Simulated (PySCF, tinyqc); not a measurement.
CISD on RHF in the sto-3g basis, frozen core, for HF, spin multiplicity 1, step by step. The lowest restricted solution is unstable here: a spin-polarised one lies 0.0913 hartree lower (PySCF). Computed by tinyqc, a small Python program that keeps every step (integrals from PySCF). Settings: charge = 0, multiplicity = 1, basis = sto-3g, method = RHF, frozen orbitals = 1, energy threshold = 1e-10, iteration cap = 60, orthogonalisation = canonical, start = Wolfsberg-Helmholz matrix, DIIS depth = 6, ci = CISD. Command: `OMP_NUM_THREADS=1 python tinyqc.py 24415 24416 out.jsonl` (the two numbers bound the seeds that draw the settings). One thread of a shared host (Intel(R) Xeon(R) Processor @ 2.60GHz), about 0.1 s of CPU time with the checks. The early iterations of the SCF are left out here.

## One-electron integrals

Geometry (angstrom):
```
atom         x         y         z
F     0.000000  0.000000  0.000000
H     0.000000  0.000000  1.612000
```

Basis sto-3g: exponents (1/bohr^2) and contraction coefficients of normalised primitives:
```
element  l (shell)    exponent  coefficient
F            s (1)  166.679130     0.154329
F            s (1)   30.360812     0.535328
F            s (1)    8.216821     0.444635
F            s (2)    6.464803    -0.099967
F            s (2)    1.502281     0.399513
F            s (2)    0.488588     0.700115
F            p (3)    6.464803     0.155916
F            p (3)    1.502281     0.607684
F            p (3)    0.488588     0.391957
H            s (1)    3.425251     0.154329
H            s (1)    0.623914     0.535328
H            s (1)    0.168855     0.444635
```

Overlap, kinetic and nuclear-attraction integrals over the contracted functions; the nuclear repulsion is the sum of Za Zb / Rab.

nuclear repulsion = 2.95446334 hartree

overlap S:
```
           1F 1s     1F 2s    1F 2px    1F 2py    1F 2pz     2H 1s
1F 1s   1.000000  0.237990  0.000000  0.000000  0.000000  0.009992
1F 2s   0.237990  1.000000  0.000000  0.000000  0.000000  0.131214
1F 2px  0.000000  0.000000  1.000000  0.000000  0.000000  0.000000
1F 2py  0.000000  0.000000  0.000000  1.000000  0.000000  0.000000
1F 2pz  0.000000  0.000000  0.000000  0.000000  1.000000  0.124870
2H 1s   0.009992  0.131214  0.000000  0.000000  0.124870  1.000000
```

kinetic energy T (hartree):
```
            1F 1s      1F 2s    1F 2px    1F 2py    1F 2pz      2H 1s
1F 1s   36.984577  -0.212858  0.000000  0.000000  0.000000  -0.002750
1F 2s   -0.212858   1.037995  0.000000  0.000000  0.000000  -0.018373
1F 2px   0.000000   0.000000  3.248015  0.000000  0.000000   0.000000
1F 2py   0.000000   0.000000  0.000000  3.248015  0.000000   0.000000
1F 2pz   0.000000   0.000000  0.000000  0.000000  3.248015   0.004848
2H 1s   -0.002750  -0.018373  0.000000  0.000000  0.004848   0.760032
```

nuclear attraction V (hartree):
```
             1F 1s       1F 2s      1F 2px      1F 2py      1F 2pz      2H 1s
1F 1s   -77.337853   -9.254935    0.000000    0.000000   -0.004872  -0.398234
1F 2s    -9.254935  -11.869466    0.000000    0.000000   -0.060958  -1.032752
1F 2px    0.000000    0.000000  -11.768896    0.000000    0.000000   0.000000
1F 2py    0.000000    0.000000    0.000000  -11.768896    0.000000   0.000000
1F 2pz   -0.004872   -0.060958    0.000000    0.000000  -11.793420  -0.809974
2H 1s    -0.398234   -1.032752    0.000000    0.000000   -0.809974  -4.173763
```

core Hamiltonian H = T + V (hartree):
```
             1F 1s       1F 2s     1F 2px     1F 2py     1F 2pz      2H 1s
1F 1s   -40.353277   -9.467792   0.000000   0.000000  -0.004872  -0.400984
1F 2s    -9.467792  -10.831471   0.000000   0.000000  -0.060958  -1.051126
1F 2px    0.000000    0.000000  -8.520881   0.000000   0.000000   0.000000
1F 2py    0.000000    0.000000   0.000000  -8.520881   0.000000   0.000000
1F 2pz   -0.004872   -0.060958   0.000000   0.000000  -8.545405  -0.805126
2H 1s    -0.400984   -1.051126   0.000000   0.000000  -0.805126  -3.413731
```

## Two-electron integrals

Functions are numbered as in S; the eight-fold symmetry (ij|kl) = (ji|kl) = (kl|ij) leaves the list below.

Two-electron integrals (ij|kl) in chemists' order, unique and non-zero (hartree):
```
(11|11) 5.403501   (21|11) 0.841920   (21|21) 0.156299   (22|11) 1.268028
(22|21) 0.292344   (22|22) 0.926167   (31|31) 0.027998   (32|31) 0.043169
(32|32) 0.204588   (33|11) 1.264502   (33|21) 0.292403   (33|22) 0.925959
(33|33) 0.997514   (41|41) 0.027998   (42|41) 0.043169   (42|42) 0.204588
(43|43) 0.053770   (44|11) 1.264502   (44|21) 0.292403   (44|22) 0.925959
(44|33) 0.889973   (44|44) 0.997514   (51|51) 0.027998   (52|51) 0.043169
(52|52) 0.204588   (53|53) 0.053770   (54|54) 0.053770   (55|11) 1.264502
(55|21) 0.292403   (55|22) 0.925959   (55|33) 0.889973   (55|44) 0.889973
(55|55) 0.997514   (61|11) 0.035789   (61|21) 0.006592   (61|22) 0.012265
(61|33) 0.012251   (61|44) 0.012251   (61|51) 0.000244   (61|52) 0.000463
(61|55) 0.012295   (61|61) 0.000280   (62|11) 0.106804   (62|21) 0.025024
(62|22) 0.090683   (62|33) 0.089401   (62|44) 0.089401   (62|51) 0.001644
(62|52) 0.013959   (62|55) 0.093157   (62|61) 0.001070   (62|62) 0.011835
(63|31) 0.002420   (63|32) 0.015165   (63|53) 0.002831   (63|63) 0.001651
(64|41) 0.002420   (64|42) 0.015165   (64|54) 0.002831   (64|64) 0.001651
(65|11) 0.080639   (65|21) 0.019116   (65|22) 0.074381   (65|33) 0.071530
(65|44) 0.071530   (65|51) 0.003427   (65|52) 0.025212   (65|55) 0.079999
(65|61) 0.000842   (65|62) 0.011986   (65|65) 0.013709   (66|11) 0.327433
(66|21) 0.077908   (66|22) 0.326206   (66|33) 0.318942   (66|44) 0.318942
(66|51) 0.004764   (66|52) 0.058388   (66|55) 0.340626   (66|61) 0.003329
(66|62) 0.059865   (66|65) 0.071860   (66|66) 0.774606
```

## Orthogonalisation

S = U s U^T; canonical form X = U s^(-1/2), so that X^T S X = 1. Each column of U has its largest component positive (the first on a tie).

eigenvalues of S: 0.725051  0.888935  1.000000  1.000000  1.101732  1.284282

X:
```
                1          2         3          4          5         6
1F 1s   -0.685563   0.430744  0.000000   0.000000  -0.376478  0.513119
1F 2s    0.811187  -0.174417  0.000000   0.000000  -0.183622  0.597638
1F 2px   0.000000   0.000000  0.221014   0.975271   0.000000  0.000000
1F 2py   0.000000   0.000000  0.975271  -0.221014   0.000000  0.000000
1F 2pz   0.207248   0.712387  0.000000   0.000000   0.663399  0.159949
2H 1s   -0.456334  -0.633628  0.000000   0.000000   0.540472  0.364141
```

Within a degenerate level the vectors are fixed only up to a rotation; this is one choice.

## Iteration 7 (converged): orbitals

converged F (hartree):
```
             1F 1s      1F 2s     1F 2px     1F 2py     1F 2pz      2H 1s
1F 1s   -25.925002  -6.626443   0.000000   0.000000  -0.008764  -0.284987
1F 2s    -6.626443  -3.009099   0.000000   0.000000   0.000618  -0.321468
1F 2px    0.000000   0.000000  -0.466224   0.000000   0.000000   0.000000
1F 2py    0.000000   0.000000   0.000000  -0.466224   0.000000   0.000000
1F 2pz   -0.008764   0.000618   0.000000   0.000000  -0.151761  -0.293120
2H 1s    -0.284987  -0.321468   0.000000   0.000000  -0.293120  -0.161042
```

Diagonalise F' = X^T F X, C = X C', fill 5 alpha and 5 beta electrons from the bottom; D = 2 C_occ C_occ^T. Each column has its largest component positive (the first on a tie).

F' = X^T F X (hartree):
```
           1          2          3          4          5           6
1  -6.716760   5.114242   0.000000   0.000000  -5.085011    7.769576
2   5.114242  -3.704077   0.000000   0.000000   4.048817   -6.369078
3   0.000000   0.000000  -0.466224   0.000000   0.000000    0.000000
4   0.000000   0.000000   0.000000  -0.466224   0.000000    0.000000
5  -5.085011   4.048817   0.000000   0.000000  -4.832143    7.185157
6   7.769576  -6.369078   0.000000   0.000000   7.185157  -12.271838
```

orbital energies (hartree): MO1 -25.934064, MO2 -1.397890, MO3 -0.466224, MO4 -0.466224, MO5 -0.380736, MO6 0.187872

coefficients C:
```
              MO1        MO2       MO3        MO4        MO5        MO6
1F 1s    0.995090  -0.262365  0.000000   0.000000   0.026544   0.028638
1F 2s    0.019917   1.020008  0.000000   0.000000  -0.132384  -0.144894
1F 2px   0.000000   0.000000  0.016923   0.999857   0.000000   0.000000
1F 2py   0.000000   0.000000  0.999857  -0.016923   0.000000   0.000000
1F 2pz   0.000502   0.003038  0.000000   0.000000   0.692232  -0.732759
2H 1s   -0.001441   0.056645  0.000000   0.000000   0.644154   0.785041
```

D after iteration 7:
```
            1F 1s      1F 2s    1F 2px    1F 2py     1F 2pz      2H 1s
1F 1s    2.119488  -0.502619  0.000000  0.000000   0.036155   0.001607
1F 2s   -0.502619   2.116679  0.000000  0.000000  -0.177063  -0.055053
1F 2px   0.000000   0.000000  2.000000  0.000000   0.000000   0.000000
1F 2py   0.000000   0.000000  0.000000  2.000000   0.000000   0.000000
1F 2pz   0.036155  -0.177063  0.000000  0.000000   0.958388   0.892150
2H 1s    0.001607  -0.055053  0.000000  0.000000   0.892150   0.836290
```

Within a degenerate level the vectors are fixed only up to a rotation; this is one choice.

## Convergence

Stop when the energy changes by less than 1e-10 hartree and every element of the error matrix X^T (F D S - S D F) X is below 3e-06.

Course of the cycle:
```
iteration   E (hartree)     change  largest element of the error matrix
1          -97.98347249          -                             2.33e-01
2          -98.27248752  -2.89e-01                             2.99e-01
3          -98.37245009  -1.00e-01                             3.98e-02
4          -98.37405112  -1.60e-03                             1.66e-03
5          -98.37405425  -3.13e-06                             3.49e-05
6          -98.37405425  -1.16e-09                             9.33e-06
7          -98.37405425  -8.72e-11                             1.75e-09
```

PySCF RHF in the same basis = -98.37405425 hartree

Converged in 7 iterations.

## Integrals over molecular orbitals

(pq|rs) = sum C_ip C_jq C_kr C_ls (ij|kl), one index at a time.

one-electron integrals over orbitals h = C^T H C (hartree):
```
            1          2          3          4          5          6
1  -40.336357   0.732735   0.000000   0.000000  -0.069248  -0.078627
2    0.732735  -9.100771   0.000000   0.000000   0.325052   0.459784
3    0.000000   0.000000  -8.520881   0.000000   0.000000   0.000000
4    0.000000   0.000000   0.000000  -8.520881   0.000000   0.000000
5   -0.069248   0.325052   0.000000   0.000000  -6.204489   2.576438
6   -0.078627   0.459784   0.000000   0.000000   2.576438  -5.739449
```

Two-electron integrals over orbitals (pq|rs), unique and non-zero (hartree); the lowest 1 orbital is frozen and left out:
```
(22|22) 0.888992    (32|32) 0.193366    (33|22) 0.904946    (33|33) 0.997514
(42|42) 0.193366    (43|43) 0.053770    (44|22) 0.904946    (44|33) 0.889973
(44|44) 0.997514    (52|22) -0.038147   (52|33) -0.043297   (52|44) -0.043297
(52|52) 0.114069    (53|32) -0.015418   (53|53) 0.029774    (54|42) -0.015418
(54|54) 0.029774    (55|22) 0.636482    (55|33) 0.622828    (55|44) 0.622828
(55|52) -0.001951   (55|55) 0.615139    (62|22) -0.047904   (62|33) -0.048941
(62|44) -0.048941   (62|52) -0.091138   (62|55) -0.016678   (62|62) 0.091753
(63|32) -0.016178   (63|53) -0.025518   (63|63) 0.027251    (64|42) -0.016178
(64|54) -0.025518   (64|64) 0.027251    (65|22) -0.288238   (65|33) -0.285700
(65|44) -0.285700   (65|52) 0.053402    (65|55) -0.078377   (65|62) 0.018406
(65|65) 0.274832    (66|22) 0.602234    (66|33) 0.590387    (66|44) 0.590387
(66|52) 0.027500    (66|55) 0.610349    (66|62) -0.037091   (66|65) -0.033810
(66|66) 0.626419
```

## CISD: determinants and Hamiltonian

one-electron integrals dressed by the frozen orbital, h + 2 (pq|11) - (p1|1q) (hartree):
```
           2          3          4          5          6
2  -6.678830   0.000000   0.000000   0.182448   0.298070
3   0.000000  -6.022322   0.000000   0.000000   0.000000
4   0.000000   0.000000  -6.022322   0.000000   0.000000
5   0.182448   0.000000   0.000000  -4.586533   1.655477
6   0.298070   0.000000   0.000000   1.655477  -4.177755
```

energy of the frozen orbital, 2 h_11 + (11|11) = -75.30743494 hartree

Hartree-Fock energy = -98.37405425 hartree

Slater-Condon rules over spin orbitals, with the nuclear repulsion and the energy of the frozen orbital added and E(HF) subtracted on the diagonal. Only determinants linked to the reference directly or through others are kept (one block of an abelian symmetry group), so some states are absent.

Occupation strings over the orbitals (2 doubly, a alpha, b beta, 0 empty; spin orbitals ordered 1a 1b 2a 2b ...): 222220 2222ab 2a222b 2222ba 2b222a 222202 2a22b2 222022 220222 2b22a2 202222

H - E(HF) between determinants (hartree):
```
           222220     2222ab     2a222b     2222ba     2b222a     222202     2a22b2     222022
222220   0.000000   0.000000   0.000000   0.000000   0.000000   0.274832  -0.018406   0.027251
2222ab   0.000000   0.233090  -0.009094  -0.274832  -0.018406   0.044567   0.053402   0.025518
2a222b   0.000000  -0.009094   1.075281  -0.018406  -0.091753  -0.053402  -0.254428   0.016178
2222ba   0.000000  -0.274832  -0.018406   0.233090  -0.009094  -0.044567  -0.020412  -0.025518
2b222a   0.000000  -0.018406  -0.091753  -0.009094   1.075281   0.053402   0.091138  -0.016178
222202   0.274832   0.044567  -0.053402  -0.044567   0.053402   0.487041   0.038544   0.029774
2a22b2  -0.018406   0.053402  -0.254428  -0.020412   0.091138   0.038544   1.358689   0.015418
222022   0.027251   0.025518   0.016178  -0.025518  -0.016178   0.029774   0.015418   0.625079
220222   0.027251   0.025518   0.016178  -0.025518  -0.016178   0.029774   0.015418   0.053770
2b22a2   0.018406  -0.020412   0.091138   0.053402  -0.254428  -0.038544  -0.114069  -0.015418
202222   0.091753   0.091138   0.010813  -0.091138  -0.010813   0.114069   0.074741   0.193366

           220222     2b22a2     202222
222220   0.027251   0.018406   0.091753
2222ab   0.025518  -0.020412   0.091138
2a222b   0.016178   0.091138   0.010813
2222ba  -0.025518   0.053402  -0.091138
2b222a  -0.016178  -0.254428  -0.010813
222202   0.029774  -0.038544   0.114069
2a22b2   0.015418  -0.114069   0.074741
222022   0.053770  -0.015418   0.193366
220222   0.625079  -0.015418   0.193366
2b22a2  -0.015418   1.358689  -0.074741
202222   0.193366  -0.074741   2.461506
```

## CISD: roots

Diagonalise (each vector has its largest component positive (the first on a tie)); all determinants have Ms = 0, so triplets appear too. The lowest singlet root is the correlation energy.

lowest roots of this matrix, relative to E(HF) (hartree): -0.127363  -0.043127  0.472886  0.571309  0.577589  0.668599  0.905130  0.949833

lowest vectors:
```
           root 1     root 2     root 3     root 4
222220   0.909613   0.000000  -0.182401   0.000000
2222ab   0.030310   0.706735   0.653486   0.000000
2a222b  -0.012085   0.016381  -0.057184   0.000000
2222ba  -0.030310   0.706735  -0.653486   0.000000
2b222a   0.012085   0.016381   0.057184   0.000000
222202  -0.411403   0.000000  -0.303664   0.000000
2a22b2   0.017338  -0.016028  -0.056497   0.000000
222022  -0.014040   0.000000  -0.060000   0.707107
220222  -0.014040   0.000000  -0.060000  -0.707107
2b22a2  -0.017338  -0.016028   0.056497   0.000000
202222  -0.015048   0.000000  -0.017527   0.000000
```

<S^2> of these roots: 0.000000  2.000000  0.000000  0.000000  0.000000  0.000000  2.000000  0.000000

weight of the ground state by excitation level 0, 1, 2, ...: 0.827396  0.002130  0.170474

With one virtual orbital singles and doubles already span the full space. The reference has a weight of only 0.83: one determinant is a poor start here. A root of higher spin lies below E(HF).
